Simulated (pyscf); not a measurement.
Homolytic dissociation enthalpies at 298 K of As–Si, Ge–P, P–Si bonds in 8 gas-phase molecules, in kcal/mol. Single points on ωB97X-D3(BJ)/def2-SVP structures (PySCF, gas phase). Correlated levels are frozen-core, on RHF or UHF. ΔMP2 is the change of the MP2 total energy from the triple- to the quadruple-zeta basis. Both columns use the same structures and thermal terms. Rows were drawn at random from the closed-shell molecules with such a bond whose radicals are computed, keep their shape and have no isomer in the data more than 5 kcal/mol lower.

```json
[
 {"row": "1", "molecule": "H₂B–AsH–SiH₃", "radicals": "H₂B–AsH• + SiH₃•", "PBE/def2-TZVP": "65.8", "CCSD(T)/def2-TZVPP + ΔMP2(QZVPP)": "69.7"},
 {"row": "2", "molecule": "H₂B–PH–SiH₃", "radicals": "H₂B–PH• + SiH₃•", "PBE/def2-TZVP": "72.7", "CCSD(T)/def2-TZVPP + ΔMP2(QZVPP)": "75.6"},
 {"row": "3", "molecule": "H₃Si–AsH₂", "radicals": "SiH₃• + AsH₂•", "PBE/def2-TZVP": "63.5", "CCSD(T)/def2-TZVPP + ΔMP2(QZVPP)": "65.7"},
 {"row": "4", "molecule": "H₃Si–PH–PH₂", "radicals": "SiH₃• + •HP–PH₂", "PBE/def2-TZVP": "64.5", "CCSD(T)/def2-TZVPP + ΔMP2(QZVPP)": "?"},
 {"row": "5", "molecule": "H₂P–GeH₂–PH₂", "radicals": "PH₂• + H₂P–GeH₂•", "PBE/def2-TZVP": "60.7", "CCSD(T)/def2-TZVPP + ΔMP2(QZVPP)": "64.2"},
 {"row": "6", "molecule": "HO–SiH₂–PH₂", "radicals": "HO–SiH₂• + PH₂•", "PBE/def2-TZVP": "69.5", "CCSD(T)/def2-TZVPP + ΔMP2(QZVPP)": "72.5"},
 {"row": "7", "molecule": "H₂P–GeH₃", "radicals": "PH₂• + GeH₃•", "PBE/def2-TZVP": "64.2", "CCSD(T)/def2-TZVPP + ΔMP2(QZVPP)": "65.8"},
 {"row": "8", "molecule": "H₃Si–PH₂", "radicals": "SiH₃• + PH₂•", "PBE/def2-TZVP": "68.7", "CCSD(T)/def2-TZVPP + ΔMP2(QZVPP)": "70.2"}
]
```

Fit a line that carries the PBE values to the last column and predict row 4.

In the 7 complete rows the last column lies 1.5 to 3.9 kcal/mol from PBE (mean 2.7, median 2.9). Least squares gives y = 4.0 + 0.98·x with residuals of 0.9 kcal/mol (root mean square). For row 4: 4.0 + 0.98 × 64.5 = 67.2 kcal/mol. The computed value is 68.6 kcal/mol, 1.4 over the line. The CCSD(T) − MP2 part came from Ansatz, without density fitting, on the same reference. The frozen core leaves the outer d or s,p core shells of the metals and heavy elements correlated in the MP2 and CC values, and def2-TZVPP describes them poorly, which can shift differences by a few kcal/mol. Elements up to Kr have no core potential and no relativistic terms here.
